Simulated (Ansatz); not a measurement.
in.yaml

```yaml
crystal:
  periodic: [false, false, false]
  atoms:
    - {symbol: Be, position_ang: [0.000000, 0.000000, 0.342582]}
    - {symbol: Be, position_ang: [0.000000, 0.000000, -2.417969]}
    - {symbol: H, position_ang: [0.000000, 0.000000, 2.075387]}
basis:
  gaussian: {orbitals: cc-pVDZ, fitting: {mean_field: def2-universal-jkfit}}
magnetization: {spin_polarized: false, initial_magnetization: 1}
correlation: {active_space: {ras: {orbitals: [2, 1, 28], electrons: 5, max_holes: 3, max_particles: 3}, fixed_orbitals: true}}
```

```sh
$ ansatz run in.yaml --threads 1 --pin off --events-out ev --progress --plain --max-ram 2393MiB
```

**Question.** Roughly how long does this take on 1 thread of Arm Neoverse N1, shared host, and how much host memory?

**Answer.** 1.7 s wall and 0.17 GiB.

```
120 factors; integrals over basis functions are off by at most 5.1e-1 eV
mean field evaluation 1: about -807.4155 eV, gradient 5.4e0 eV
mean field evaluation 2: about -807.9943 eV, gradient 2.5e0 eV
mean field evaluation 4: about -808.3269 eV, gradient 8.6e-1 eV
mean field evaluation 8: about -808.4309 eV, gradient 7.3e-1 eV
mean field -808.51435257 eV, -29.7123544263 hartree, gradient 1.1e-6 eV, S^2 0.750000; 0 other end points of the search recorded, 0 dependent functions left out
reference -808.51435257 eV, -29.7123544263 hartree; 5, 4 occupied and 28, 29 virtual orbitals, 120 factors
state -810.88717129 eV, -29.7995539058 hartree
Total energy: -810.88717129 eV, -29.7995539058 hartree
```
